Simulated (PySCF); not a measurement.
Energies from PySCF, thermal terms from the rigid-rotor harmonic-oscillator model, ideal gas at 1 bar. Table values come from the NASA 1993 polynomials. Open shells (unrestricted): Si2N (multiplicity 2, electronic degeneracy 4). Spin-orbit splitting is ignored; it lowers the true energy and changes the entropy of Si2N. The harmonic model lacks anharmonicity and excited electronic states, which grow with temperature; levels with a mode under 35 cm⁻¹ are left out. The table's entry may be an old estimate for Si2N (not checked at source).

Harmonic frequencies at PBE0/def2-TZVP (cm⁻¹): 141, 241, 627, 1076. Point group D∞h; S°(298 K) = 259.6 J/mol/K at this level.

Work out Cp and S° of gaseous Si2N at 500, 800, 1200, 1600, 2000 K from these, and set them beside the table.


```json
[
 {"T (K)": "500", "Cp PBE0/def2-TZVP": "55.6", "Cp table": "55.9", "S° PBE0/def2-TZVP": "286.9", "S° table": "283.9"},
 {"T (K)": "800", "Cp PBE0/def2-TZVP": "59.2", "Cp table": "59.4", "S° PBE0/def2-TZVP": "314.0", "S° table": "311.1"},
 {"T (K)": "1200", "Cp PBE0/def2-TZVP": "60.8", "Cp table": "60.9", "S° PBE0/def2-TZVP": "338.3", "S° table": "335.6"},
 {"T (K)": "1600", "Cp PBE0/def2-TZVP": "61.5", "Cp table": "61.5", "S° PBE0/def2-TZVP": "355.9", "S° table": "353.2"},
 {"T (K)": "2000", "Cp PBE0/def2-TZVP": "61.8", "Cp table": "61.9", "S° PBE0/def2-TZVP": "369.7", "S° table": "366.9"}
]
```
Units J/mol/K.
